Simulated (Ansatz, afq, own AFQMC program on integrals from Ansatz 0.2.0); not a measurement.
## Where AFQMC and coupled cluster stand for AlGa, singlet

```
atom   x (Å)   y (Å)   z (Å)
  Al  0.0000  0.0000  0.0000
  Ga  0.0000  0.0000  2.3680
```

Basis cc-pVDZ. Only valence electrons are correlated. Integrals, coupled cluster, full CI and functionals: Ansatz 0.2.0; the random walks run on the same integrals in our own AFQMC program. The CISD trial takes its coefficients from CCSD amplitudes. Released means that phaseless walkers are propagated on without the constraint, phases kept. ± is one standard error of the sampling. No spin–orbit coupling.

Determinant: RHF, the one that the program's search chose, which needn't be the lowest solution. The geometry is a point of a scan.

Full CI on the same integrals is exact in this basis and with this determinant's frozen core.

Cautions: no relativity below Rb; no spin-orbit coupling; inner d shell frozen; higher spins were not checked; restricted determinant unstable towards unrestricted (UHF 1.09 eV lower, ⟨S²⟩ 1.20); the search met a lower determinant of the same kind, perhaps of another symmetry (56 meV lower), and this one is a saddle point; strong correlation (T1 0.024, weight of the determinant 0.81, largest double 0.14); the CCSDT(Q) amplitudes may be one of several solutions (largest double 0.57); the CCSDTQ amplitudes may be one of several solutions (largest double 0.96); the released energies are still falling, so no released level is given (meV from the phaseless value at times in 1/Eh: -7 ± 4 at 0.24, -16 ± 4 at 0.51, -27 ± 4 at 0.99, -36 ± 3 at 1.62, -40 ± 3 at 2.40); the ph-AFQMC/CISD walk drifts between its halves (2.1 errors); the determinant fills πx and πy unequally, so it mixes two states of the linear molecule, and each level undoes that mixture to a different degree, while full CI gives the lower state, and by Hund's rule a triplet of that filling probably lies lower still; CCSDTQ on the UHF determinant differs (496 meV lower), perhaps since the unrestricted series falls towards higher spin.

* T1 diagnostic: 0.0240
* weight of the determinant in the CISD state: 0.814
* size of the correlated space: 6 electrons in 26 orbitals

```json
{"level": "MP2", "correlation energy (eV)": "-2.7171"}
{"level": "CCSD", "correlation energy (eV)": "-3.5095"}
{"level": "CCSD(T)", "correlation energy (eV)": "-3.7097"}
```

(1) Estimate where full CI lies against CCSD(T) on the same integrals.

(1) 3.79 kcal/mol below CCSD(T).

Reference: full CI, correlation energy -3.874 eV. The cautions show a poor starting determinant, so the rows tell how each method copes with it here, and full CI is the sure value.

```tsv
level	E − E(reference) (kcal/mol)	share of correlation (%)
CCSD(T)	3.79	95.76
CCSDT	2.00	97.77
CCSDT(Q)	0.54	99.39
CCSDTQ	0.07	99.92
ph-AFQMC/CISD	3.71 ± 0.09	95.85
```

CCSDT and higher add their correlation energy to the determinant of the CCSD(T) run, since their own runs factorise the integrals more tightly (a shift of under 2 meV).
